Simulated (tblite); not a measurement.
Compound: pyridazine, C4H4N2.
Numbering: `[cH:1]1[cH:2][cH:3][n:4][n:5][cH:6]1` (hydrogens: H7 on C1; H8 on C2; H9 on C3; H10 on C6)

Computed with GFN2-xTB (tblite), gas phase: Langevin dynamics at 300 K from the optimised GFN2-xTB geometry, time step 0.5 fs, friction 0.01 fs⁻¹, 2000 steps. The instantaneous temperature is 2·E(kin)/(3Nk) with all 3N coordinates.

```tsv
t (fs)	T (K)	E(pot) above start (eV)	C1–C2 (Å)	C2–C3 (Å)	C3–N4 (Å)	N4–N5 (Å)	N5–C6 (Å)	C1–H7 (Å)
0	254	0.000	1.381	1.394	1.319	1.299	1.319	1.080
25	124	0.243	1.395	1.390	1.364	1.309	1.284	1.043
50	283	0.238	1.403	1.375	1.362	1.317	1.295	1.124
75	350	0.171	1.412	1.398	1.329	1.297	1.337	1.115
100	271	0.208	1.392	1.400	1.322	1.267	1.361	1.071
125	226	0.175	1.381	1.398	1.335	1.256	1.335	1.088
150	208	0.172	1.389	1.377	1.355	1.292	1.318	1.098
175	134	0.286	1.381	1.415	1.341	1.341	1.298	1.072
200	216	0.308	1.366	1.377	1.331	1.336	1.310	1.059
225	222	0.300	1.368	1.369	1.309	1.302	1.323	1.093
250	267	0.233	1.374	1.392	1.314	1.286	1.322	1.103
275	235	0.302	1.360	1.440	1.321	1.309	1.329	1.047
300	236	0.314	1.370	1.442	1.302	1.341	1.324	1.091
325	258	0.278	1.353	1.393	1.312	1.335	1.305	1.090
350	256	0.279	1.395	1.346	1.331	1.289	1.307	1.081
375	296	0.321	1.404	1.342	1.352	1.257	1.304	1.062
400	307	0.322	1.404	1.378	1.347	1.283	1.324	1.046
425	394	0.354	1.406	1.446	1.338	1.314	1.343	1.116
450	306	0.336	1.377	1.447	1.312	1.282	1.357	1.094
475	276	0.426	1.380	1.439	1.305	1.254	1.352	1.053
500	371	0.434	1.370	1.409	1.289	1.280	1.334	1.106
525	573	0.374	1.401	1.374	1.322	1.307	1.319	1.088
550	373	0.455	1.400	1.348	1.352	1.282	1.314	1.047
575	333	0.443	1.391	1.390	1.389	1.265	1.294	1.103
600	318	0.435	1.400	1.453	1.369	1.262	1.313	1.125
625	402	0.294	1.413	1.448	1.308	1.272	1.327	1.085
650	253	0.530	1.400	1.419	1.289	1.277	1.275	1.032
675	348	0.421	1.371	1.433	1.284	1.335	1.281	1.128
700	372	0.394	1.369	1.470	1.291	1.353	1.281	1.089
725	378	0.375	1.357	1.435	1.313	1.322	1.293	1.045
750	363	0.325	1.352	1.392	1.320	1.290	1.308	1.123
775	406	0.242	1.388	1.366	1.323	1.270	1.329	1.116
800	222	0.257	1.387	1.378	1.332	1.308	1.333	1.019
825	305	0.283	1.391	1.407	1.317	1.326	1.336	1.066
850	290	0.239	1.378	1.438	1.299	1.318	1.336	1.122
875	360	0.126	1.386	1.405	1.321	1.282	1.329	1.078
900	287	0.166	1.360	1.385	1.317	1.290	1.311	1.061
925	281	0.268	1.373	1.387	1.341	1.285	1.318	1.119
950	342	0.125	1.368	1.388	1.351	1.286	1.342	1.095
975	286	0.296	1.396	1.393	1.347	1.320	1.342	1.054
1000	231	0.198	1.409	1.392	1.316	1.320	1.345	1.106
```

Question: From 500 fs on, how do temperature and potential energy compare with equipartition?

Answer: The mean temperature of these 21 frames is 338 K against the target 300 K, and the mean potential energy 0.32 eV against 24 × kT/2 = 0.31 eV for 24 classical harmonic modes. For 10 atoms in a canonical ensemble the temperature itself scatters by T·√(2/(3N)) = 77 K; here its standard deviation is 74 K. The whole run lasts only 10 friction times of 100 fs, so these averages carry a wide statistical error.

Question: What are the kinetic and total energies of the listed frame with the highest potential energy?

Answer: The one at 650 fs, 0.530 eV above the start. Its kinetic energy is 3NkT/2 = 0.327 eV at 253 K, so the sum is 0.86 eV; over the listed frames the sum runs from 0.33 to 1.11 eV, since the thermostat adds and removes energy.

Question: How much do the listed bonds fluctuate from 500 fs on?

Answer: 
```
 bond  at the start (Å)  mean (Å)  standard deviation (Å)
C1–C2             1.381     1.384                   0.017
C2–C3             1.394     1.405                   0.030
C3–N4             1.319     1.323                   0.027
N4–N5             1.299     1.298                   0.025
N5–C6             1.319     1.317                   0.021
C1–H7             1.080     1.086                   0.032
```

The motion is classical and holds no zero-point motion.

What follows is the cost of the whole dynamics run. Time: 9.0 s of wall time; peak memory 0.18 GiB. Hardware: one thread, Intel Xeon Platinum 8259CL at 2.50 GHz (x86_64), on a shared host.
